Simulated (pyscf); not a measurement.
## Substitution at C: H₃C–In(CH₃)–NH₂ + H• → CH₄ + [H₃C–In–NH₂]•

Gas phase, doublet surface, charge 0. Bonds broken: C1–In2. Bonds formed: C1–H13. Optimised with ωB97X-D3(BJ)/def2-SVP in PySCF.

Transition state (Å):

```xyz
13

C      1.7221     1.2255     0.3409
In    -0.4146     0.2920    -0.0350
C     -1.0783    -1.4010    -1.2186
N     -1.8799     1.2889     0.9562
H      2.1400     0.3825     0.8942
H      1.3550     2.0906     0.8962
H      2.0092     1.3495    -0.7045
H     -0.6924    -1.3307    -2.2468
H     -2.1779    -1.4340    -1.2489
H     -0.7065    -2.3380    -0.7757
H     -1.7344     2.0932     1.5567
H     -2.8640     1.0417     0.9278
H      3.1534     1.8968     0.6307
```

One imaginary mode, 1376i cm⁻¹; descent along it reached the two sides named.

```csv
bond,change,reactant side (Å),saddle,product side
C1–In2,breaks,2.153,2.362,5.1
C1–H13,forms,3.8,1.607,1.102
```

Electronic energies relative to the separated reactants (eV):

| level | barrier | reaction energy | reverse barrier |
|---|---|---|---|
| ωB97X-D3(BJ)/def2-TZVP | 0.68 | -1.79 | 2.47 |
| PBE/def2-TZVP | 0.24 | -1.99 | 2.23 |
| r²SCAN/def2-TZVP | 0.25 | -2.05 | 2.30 |
| B3LYP-D3(BJ)/def2-TZVP | 0.29 | -2.13 | 2.42 |
| PBE0-D3(BJ)/def2-TZVP | 0.42 | -1.92 | 2.34 |
| M06-2X/def2-TZVP | 0.54 | -2.01 | 2.55 |
| ωB97M-D3(BJ)/def2-TZVP | 0.59 | -1.96 | 2.55 |
| HF/def2-TZVP | 1.14 | -1.95 | 3.09 |

With ωB97M-D3(BJ)/def2-TZVP energies and thermal terms (ideal gas, 1 atm, RRHO with modes under 100 cm⁻¹ raised to 100, one conformer, R ln 2 for chiral ones without a mode under 150 cm⁻¹), in eV:

| T (K) | ΔH‡ | ΔG‡ | ΔH | ΔG |
|---|---|---|---|---|
| 298 | 0.62 | 0.92 | -1.77 | -1.87 |
| 600 | 0.60 | 1.23 | -1.84 | -1.94 |
| 900 | 0.58 | 1.55 | -1.92 | -1.97 |
| 1200 | 0.56 | 1.88 | -1.98 | -1.98 |

Abstraction by the radical was not located in this set and often lies lower. This is the saddle that the search found; another between the same sides may lie lower. The angle at the attacked C is 178°. Elements past Kr carry the def2 core potentials, without spin-orbit coupling.
